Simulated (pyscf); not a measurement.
## Routes from Cl–GaH–Cl (SMILES [Cl][GaH][Cl]) + H₂ (SMILES [H][H])

Candidate steps break at most two bonds and form at most two. Each was searched with GFN2-xTB (tblite) first. Structures and frequencies: ωB97X-D3(BJ)/def2-SVP in PySCF. Energies: ωB97M-D3(BJ)/def2-TZVP, kcal/mol, from the separated reactants, singlet surface; ΔG‡ with ideal gas, 1 atm, RRHO with modes under 100 cm⁻¹ raised to 100, one conformer, R ln 2 for chiral ones without a mode under 150 cm⁻¹.

```csv
products,type,ΔE‡,ΔE,ΔG‡ 298 K,ΔG‡ 900 K,ν‡ (cm⁻¹)
HCl + Cl–GaH₂,four-centre exchange,31.8,+23.3,40.1,57.7,1097i
Cl–GaH–Cl + H₂,four-centre exchange,42.1,0.0,51.6,70.5,1706i
```

Row 1: On the product side the descent ends in an adduct with a Cl–Ga contact, 8.9 kcal/mol under the separated species and 14.5 kcal/mol under the saddle at ωB97X-D3(BJ)/def2-TZVP. 

Plain bond fissions and candidates not yet searched are not listed, and one of them may be faster. Each barrier is that of the saddle found; lower ones may exist. Elements up to Kr have no core potential and no relativistic terms here.
